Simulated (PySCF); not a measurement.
**B: ionisation energy**

B [He] 2s2 2p1 (2P) → B+ [He] 2s2 (1S), as a difference of total energies. All numbers are calculated (PySCF 2.14, no relativity, point nucleus, in aug-cc-pwCVTZ). Correlated levels: valence: 1s2 frozen; valence and next inner shell: nothing frozen. The calculations carry no spin-orbit coupling.

```csv
method,ionisation energy (eV)
UHF,8.037
LDA,8.640
PBE,8.669
PBE0,8.643
r2SCAN,8.760
HSE06,8.651
BHandHLYP,8.568
CAM-B3LYP,8.719
wB97X,8.500
MP2 (valence),8.267
SCS-MP2 (valence),8.233
MP2 (valence and next inner shell),8.291
SCS-MP2 (valence and next inner shell),8.248
```

Q: How much does correlation contribute at MP2 (valence and next inner shell)?

A: 8.291 − (8.037) = 0.254 eV, measured against UHF.

Errors of the correlated levels include the incompleteness of this basis and the frozen core.

For comparison: 8.297 eV (measured; NIST levels, between the centres of gravity of the two terms).
